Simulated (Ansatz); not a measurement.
# A ladder of methods for BNH3 (SMILES B[NH])

BNH3 has 5 atoms, charge 0, and is taken as a doublet. SMILES: `B[NH]`. The shape is that of a PBE0-D4/def2-TZVP optimisation.

```xyz
5

B    -0.3108   -0.3701   -0.0916
N     0.5312    0.6552   -0.0198
H    -0.4148   -1.1074    0.8625
H    -0.9641   -0.5731   -1.0819
H     1.2084    1.3217    0.2893
```

Each level gives the energy change with the B1–H4 bond stretched from 1.204 to 1.805 Å (eV). The values are calculated.

```json
{"level": "USVWN5/STO-3G", "kind": "LDA", "program": "Ansatz", "value (eV)": "2.30", "less FCI/STO-3G": "+0.05", "CPU time (all runs)": "1.3 s"}
{"level": "UBLYP/STO-3G", "kind": "GGA", "program": "Ansatz", "value (eV)": "2.17", "less FCI/STO-3G": "-0.08", "CPU time (all runs)": "2.2 s"}
{"level": "U-r2SCAN/STO-3G", "kind": "meta-GGA", "program": "Ansatz", "value (eV)": "2.44", "less FCI/STO-3G": "+0.19", "CPU time (all runs)": "5.7 s"}
{"level": "UB3LYP/STO-3G", "kind": "global hybrid", "program": "Ansatz", "value (eV)": "2.44", "less FCI/STO-3G": "+0.19", "CPU time (all runs)": "2.4 s"}
{"level": "U-wB97M-V/STO-3G", "kind": "range-separated hybrid", "program": "Ansatz", "value (eV)": "2.60", "less FCI/STO-3G": "+0.35", "CPU time (all runs)": "34 s"}
{"level": "RPA@PBE/STO-3G", "kind": "RPA", "program": "Ansatz", "value (eV)": "2.26", "less FCI/STO-3G": "+0.01", "CPU time (all runs)": "2.6 s"}
{"level": "UCCSD(T)/STO-3G", "kind": "coupled cluster or CI", "program": "Ansatz", "value (eV)": "2.27", "less FCI/STO-3G": "+0.02", "CPU time (all runs)": "0.3 s"}
{"level": "UCCSD/STO-3G", "kind": "coupled cluster or CI", "program": "Ansatz", "value (eV)": "2.30", "less FCI/STO-3G": "+0.05", "CPU time (all runs)": "0.28 s"}
{"level": "UCCSDT/STO-3G", "kind": "coupled cluster or CI", "program": "Ansatz", "value (eV)": "2.25", "less FCI/STO-3G": "0.00", "CPU time (all runs)": "1.1 s"}
{"level": "FCI/STO-3G", "kind": "exact in the basis", "program": "Ansatz", "value (eV)": "2.25", "less FCI/STO-3G": "0.00", "CPU time (all runs)": "3.2 s"}
```

FCI/STO-3G is exact within its basis and frozen core, so for wave-function methods in that basis the difference is their error; functionals converge differently with the basis, so for them it is only a difference. The first shape isn't each level's own minimum. The values span 2.17 to 2.60 eV. Spin contamination of the reference (⟨S²⟩ at least 0.1 too high) touches UCCSD(T)/STO-3G, UCCSD/STO-3G, UCCSDT/STO-3G. All rows use very small basis sets, so even the best lies far from the true value. Times are those of the runs behind each value, whatever else they computed, on shared processors of several kinds: orders of magnitude only.
